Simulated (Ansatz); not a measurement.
## How the smallest direct gap on the k points sampled of Sb2O3 (Pccn, No. 56) moves with the method

No measured value is used here.

```json
[
 {"level (code)": "LDA (Ansatz)", "value (eV)": "?", "cell (Å³/atom)": "15.53"},
 {"level (code)": "BLYP (Ansatz)", "value (eV)": "2.47", "cell (Å³/atom)": "16.56"},
 {"level (code)": "r²SCAN (Ansatz)", "value (eV)": "2.66", "cell (Å³/atom)": "17.12"},
 {"level (code)": "B3LYP (VWN-RPA form) (Ansatz)", "value (eV)": "3.74", "cell (Å³/atom)": "16.56"},
 {"level (code)": "HSE06 (Ansatz)", "value (eV)": "3.25", "cell (Å³/atom)": "17.86"},
 {"level (code)": "PBE0 (Ansatz)", "value (eV)": "3.91", "cell (Å³/atom)": "16.56"},
 {"level (code)": "r²SCAN0 (Ansatz)", "value (eV)": "?", "cell (Å³/atom)": "16.56"}
]
```

**Question.** Some entries are withheld; supply them.

**Answer.** 
- LDA (Ansatz, an electronic-structure program), value (eV): 1.71
- r²SCAN0 (Ansatz), value (eV): 4.13

Computed values are for a static lattice. Levels without +SOC have no spin–orbit coupling; where heavier elements are present it shifts gaps, mostly down, and can invert bands.  LDA, r²SCAN, HSE06: the relaxation could not lower the start's symmetry, so the cell can be a saddle point above a distorted one. Values are at a fixed cell, not relaxed at this level and not confirmed as the measured one; LDA at the level's own equilibrium cell; r²SCAN at the level's own relaxed cell; HSE06 at the level's own relaxed cell. Cutoffs and k meshes differ between the levels. Ansatz's density-functional and Hartree–Fock values are scalar-relativistic unless marked +SOC, with PAW data made under PBE.
